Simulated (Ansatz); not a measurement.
# CH3S−: one structure at several levels

One table from this session's results is given with a row withheld; the runs are named, their logs left out.

Method: single points in def2-TZVPPD; program: Ansatz 0.2.0, Gaussian basis.

Cores are frozen in the correlated methods.

**Where the work starts**

SMILES `[CH2-]S`, 5 atoms, charge -1, spin multiplicity 1.

Atoms are counted from 1 here; the program's logs count them from 0.

Bond lengths: C1–S2 1.841 Å, C1–H3 1.125 Å, C1–H4 1.036 Å, S2–H5 1.431 Å. Angles: S2–C1–H3 106.5°, S2–C1–H4 102.2°, H3–C1–H4 103.5°, C1–S2–H5 94.6°.

As a file:

```xyz
5

C    -0.1572   -0.5591   -0.2722
S     0.2565    1.0649    0.4906
H    -1.2554   -0.7262   -0.0924
H     0.2989   -1.2277    0.3745
H     0.8025    1.6207   -0.7093
```

Set-up of the first run:

Input file run/in.yaml:

```yaml
crystal:
  periodic: [false, false, false]
  atoms:
    - {symbol: C, position_ang: [-0.157200, -0.559100, -0.272200]}
    - {symbol: S, position_ang: [0.256500, 1.064900, 0.490600]}
    - {symbol: H, position_ang: [-1.255400, -0.726200, -0.092400]}
    - {symbol: H, position_ang: [0.298900, -1.227700, 0.374500]}
    - {symbol: H, position_ang: [0.802500, 1.620700, -0.709300]}
basis:
  gaussian: {orbitals: "def2-TZVPPD.json"}
total_charge: -1
correlation: {method: ccsd_t}
output: {forces: true}
```

The basis file named in the input lies beside it (Basis Set Exchange, JSON).

The command line of these runs was not kept.

Steps of the session up to this table: CCSD(T)/def2-TZVPPD; PBE0-D4/def2-TZVPPD; wB97M-V/def2-TZVPPD; r2SCAN-D4/def2-TZVPPD; PBE-D4/def2-TZVPPD; LC-wPBE/def2-TZVPPD; r2SCAN0-D4/def2-TZVPPD.

One of the session's tables, all rows but one given; the rest of the session is left out.

```
    method  RMS force component (eV/Å)  angle to CCSD(T) forces (°)
   CCSD(T)                       1.137                    reference
   PBE0-D4                       1.147                          7.4
   wB97M-V                       1.138                          4.9
 r2SCAN-D4                           ?                            ?
    PBE-D4                       1.094                         10.5
   LC-wPBE                       1.236                         11.3
r2SCAN0-D4                       1.158                          8.0
```

Estimate the missing values for r2SCAN-D4.

**Answer.** RMS force component (eV/Å): 1.106; angle to CCSD(T) forces (°): 5.4. In the column «RMS force component (eV/Å)» it lies between PBE-D4 (1.094) and CCSD(T) (1.137).

To keep in mind: The anion's highest level is positive in at least one run, so there the basis alone may hold the extra electron.
